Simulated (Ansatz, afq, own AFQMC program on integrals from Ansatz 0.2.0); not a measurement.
Where AFQMC and coupled cluster stand for BNH, doublet

```json
{"atom": "B", "x (Å)": "0.0000", "y (Å)": "0.0000", "z (Å)": "1.1532"}
{"atom": "N", "x (Å)": "0.0000", "y (Å)": "0.0000", "z (Å)": "-0.0803"}
{"atom": "H", "x (Å)": "0.0000", "y (Å)": "0.0000", "z (Å)": "-1.0729"}
```

Connectivity, by distances: B–NH.

Basis cc-pVDZ. Noble-gas cores (and the filled d shells of Ga–Kr and In–Xe) are frozen. Ansatz 0.2.0 and our own AFQMC program on the same integrals; the CISD trial comes from CCSD amplitudes, and released means the phaseless constraint is let go. ± is one standard error of the sampling.

Determinant: UHF, the one that the program's search chose, which needn't be the lowest solution. The geometry is a PBE0/def2-TZVP stationary point of this or a neighbouring charge and spin state.

No full CI on the walks' own integrals is used here; CCSDT(Q) serves as the reference and is uncertain by about the last step of the cluster series.

Cautions: unrestricted determinant slightly spin contaminated (⟨S²⟩ 0.85 against 0.75).

- T1 diagnostic: 0.0304
- weight of the determinant in the CISD state: 0.891
- ⟨S²⟩ of the determinant: 0.846
- size of the correlated space: 9 electrons in 31 orbitals

| level | correlation energy (eV) |
| --- | --- |
| MP2 | -5.9290 |
| CCSD | -6.3324 |
| CCSD(T) | -6.5741 |

Q: Estimate where phaseless AFQMC with a CISD trial lies against CCSD(T) on the same integrals.

A: 0.6 ± 1.5 kJ/mol below CCSD(T). The gap is under twice the noise, so this walk alone can't tell the two apart.

Reference: CCSDT(Q), correlation energy -6.625 eV. The released energy is read at 2.40 1/Eh (meV from the phaseless value at times in 1/Eh: -28 ± 15 at 0.24, -32 ± 13 at 0.51, -37 ± 15 at 0.99, -38 ± 15 at 1.62, -27 ± 21 at 2.40).

| level | E − E(reference) (kJ/mol) | share of correlation (%) |
| --- | --- | --- |
| CCSD(T) | 4.9 | 99.23 |
| CCSDT | 2.4 | 99.63 |
| ph-AFQMC/HF | -5.2 ± 8.3 | 100.81 |
| ph-AFQMC/CISD | 4.4 ± 1.5 | 99.32 |
| released AFQMC | 1.7 ± 2.0 | 99.73 |

A walk keeps the symmetry of its determinant, which the program's search chose and which needn't be the lowest solution, so a lower state of the same spin and another symmetry isn't excluded. Released energies are given only where the last usable release times agree within the noise; a slower fall can still hide under it.
